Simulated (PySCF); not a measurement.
Gas-phase reaction: 3 AlHCl₂ + C₅H₈ (cyclic) ⇌ 3 Al(CH₃)Cl₂ + C₂H₂ (acetylene)

Method: PySCF energies plus ideal-gas RRHO corrections (1 bar). † marks an energy on the PBE0/def2-TZVP geometry and frequencies; other levels use their own. MP2 freezes the core. 6-31G* has spherical d functions here. All species are closed-shell singlets. B3LYP is the form with VWN-RPA correlation. Methyl groups turn as free rotors in Al(CH₃)Cl₂. AlHCl₂, Al(CH₃)Cl₂: computed as isolated molecules; such fragments, hydroxides, amides, oligomers or adducts are transient or little studied in the gas. MP2 isn't extrapolated to the basis-set limit; its ΔH°(298 K) is 17.4 kJ in def2-SVP and -19.2 kJ in def2-TZVPP. The harmonic model lacks anharmonicity and excited electronic states, which grow with temperature; levels with a mode under 35 cm⁻¹ are left out.

| level | ΔE electronic, kJ | ΔH°(298 K), kJ | ΔS°(298 K), J/K | ΔG°(600 K), kJ |
|---|---|---|---|---|
| B3LYP/6-31G* | 16 | 17 | 47 | -14 |
| B3LYP/def2-TZVP† | -20 | -20 | 47 | -51 |
| BLYP/def2-TZVP† | -34 | -35 | 47 | -66 |
| HF/6-31G* | 27 | 26 | 43 | -3 |
| M06-2X/def2-TZVP† | -35 | -35 | 47 | -66 |
| MP2/def2-SVP† | 18 | 17 | 47 | -14 |
| MP2/def2-TZVPP† | -19 | -19 | 47 | -50 |
| PBE/def2-SVP | 26 | 27 | 47 | -4 |
| PBE/def2-TZVP† | -4 | -4 | 47 | -35 |
| PBE0/def2-TZVP | 9 | 9 | 47 | -22 |
ΔH° is lowest at M06-2X/def2-TZVP† and highest at PBE/def2-SVP. No reference value is set beside these.
